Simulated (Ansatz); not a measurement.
Predict the output of the script below (the Ansatz DFT code, driven from Python).

`c4h5no.py`
```python
"""Geometry optimisation of C4H5NO."""

import argparse

import ansatz as az
import numpy as np

parser = argparse.ArgumentParser(description="Geometry optimisation of C4H5NO.")
parser.add_argument("--basis", default="6-31G*", help="basis")
parser.add_argument("--functional", required=True, help="exchange-correlation functional")
args = parser.parse_args()


def main() -> None:
    geometry_ang = [
        ("C", (1.9115, 0.538, -0.231)),
        ("C", (0.9135, -0.3363, -0.1022)),
        ("C", (-0.4977, 0.0722, 0.0572)),
        ("N", (-0.8187, 1.3303, 0.0774)),
        ("C", (-1.5298, -0.9724, 0.1923)),
        ("O", (-2.7454, -0.6724, 0.3304)),
        ("H", (1.7363, 1.6063, -0.2253)),
        ("H", (2.9274, 0.1827, -0.3449)),
        ("H", (1.1525, -1.3929, -0.1155)),
        ("H", (-1.8033, 1.6613, 0.1879)),
        ("H", (-1.2464, -2.0169, 0.1736)),
    ]
    c4h5no = az.Crystal.molecule()
    for symbol, xyz in geometry_ang:
        c4h5no = c4h5no.atom(symbol, xyz)

    setup = (
        c4h5no.calculation()
        .basis(gaussian=args.basis)
        .functional(args.functional)
    )
    symbols = [site.symbol for site in c4h5no.cartesian_sites]
    start = np.array([site.position_ang for site in c4h5no.cartesian_sites], dtype=float)
    def progress(event):
        if event["event"] == "relax_step":
            row = event["data"]
            print(f"step {row['step']:3d}  E = {row['lagrangian_ev']:.6f} eV  max force {row['allowed_force_max_ev_ang']:.4f} eV/A")


    data = setup.relax(force_tolerance=0.02).session().plan().execute(on_event=progress).report
    end = np.array(data["positions_ang"])

    for key in ("converged", "free_energy_ev", "reference_energy_ev", "n_frozen", "n_occupied", "n_virtual"):
        print(f"{key:22s} {data[key]}")

    print("bond        before    after (A)")
    for i, j in [(0, 1), (0, 6), (0, 7), (1, 2), (1, 8), (2, 3), (2, 4), (3, 9), (4, 5), (4, 10)]:
        d0, d1 = (np.linalg.norm(xyz[i] - xyz[j]) for xyz in (start, end))
        print(f"{symbols[i]}{i}-{symbols[j]}{j}".ljust(10), f"{d0:8.4f} {d1:8.4f}")
    with open("c4h5no_opt.xyz", "w") as handle:
        handle.write(f"{len(symbols)}\nrelaxed C4H5NO\n")
        handle.writelines(f"{s:2s} {x:11.6f} {y:11.6f} {z:11.6f}\n" for s, (x, y, z) in zip(symbols, end))


if __name__ == "__main__":
    main()
```

`python c4h5no.py --functional cam_b3lyp` gives:
```text
step   1  E = -7760.498976 eV  max force 4.3625 eV/A
step   2  E = -7760.780379 eV  max force 1.6208 eV/A
step   3  E = -7760.847057 eV  max force 0.2944 eV/A
step   4  E = -7760.849128 eV  max force 0.0789 eV/A
step   5  E = -7760.847260 eV  max force 0.2562 eV/A
step   6  E = -7760.849365 eV  max force 0.0036 eV/A
converged              True
free_energy_ev         -7760.849459746795
reference_energy_ev    -7760.849459746795
n_frozen               0
n_occupied             [22, 22]
n_virtual              [78, 78]
bond        before    after (A)
C0-C1        1.3330   1.3304
C0-H6        1.0826   1.0854
C0-H7        1.0822   1.0848
C1-C2        1.4778   1.4740
C1-H8        1.0834   1.0882
C2-N3        1.2986   1.2722
C2-C4        1.4747   1.5148
N3-H9        1.0446   1.0276
C4-O5        1.2597   1.2064
C4-H10       1.0824   1.1077
```

File `c4h5no_opt.xyz` afterwards:
```text
11
relaxed C4H5NO
C     1.931827    0.525807   -0.233224
C     0.904833   -0.309568   -0.101392
C    -0.488608    0.144771    0.055218
N    -0.816336    1.373892    0.076420
C    -1.553033   -0.923955    0.194381
O    -2.719355   -0.645714    0.327098
H     1.772373    1.599399   -0.229333
H     2.947908    0.163410   -0.347273
H     1.067708   -1.385491   -0.105433
H    -1.835278    1.434926    0.194702
H    -1.212138   -1.977577    0.168736
```

Reading the output:
- Total energies depend on the basis set; only differences at equal settings carry meaning.
- The end point is the stationary point reached from this start; no frequency run checks that it is a minimum, and the basis set is modest.
- Finished in 41 s on 1 thread of Arm Neoverse V1, with other jobs on the host, peak memory 0.32 GiB.

(A comment or docstring line of the script was reworded after the run, the code is as it ran; lines on the test bed's own set-up are left out of the output.)
